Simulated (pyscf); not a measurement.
Single points on ωB97X-D3(BJ)/def2-SVP structures (PySCF, gas phase).

Task: Estimate by transition-state theory the rate constant of O=VH(OH)–OH + H₂O → O=V(OH)(OH)–OH + H₂ (singlet surface; H–V, H–O broken, O–V, H–H formed) at 600 K, with ωB97M-D3(BJ)/def2-TZVP energies (ideal gas, 1 atm, RRHO with modes under 100 cm⁻¹ raised to 100, one conformer, R ln 2 for chiral ones without a mode under 150 cm⁻¹; no tunnelling).

Result: The electronic barrier is 18.0 kcal/mol and the thermal terms add +19.6, so ΔG‡ = 37.6 kcal/mol. With k_BT/h = 1.25e+13 s⁻¹ and RT = 1.192 kcal/mol, and a volume of 8.18e-20 cm³ per molecule at 1 atm, k = 2.1e-20 cm³ molecule⁻¹ s⁻¹. Wigner's tunnelling factor for 1287i cm⁻¹ would be 1.40, likely too low at so high a frequency. A shift of 1 kcal/mol in the barrier changes k by a factor 2.3. On the reactant side the descent ends in a complex, 4.9 kcal/mol under the separated species and 20.9 kcal/mol under the saddle at ωB97X-D3(BJ)/def2-TZVP. At the saddle there is also a short H–V contact that neither side keeps. At ωB97X-D3(BJ)/def2-TZVP the barrier from the zero used here is 16.0 kcal/mol. This is the saddle that the search found; another between the same sides may lie lower.
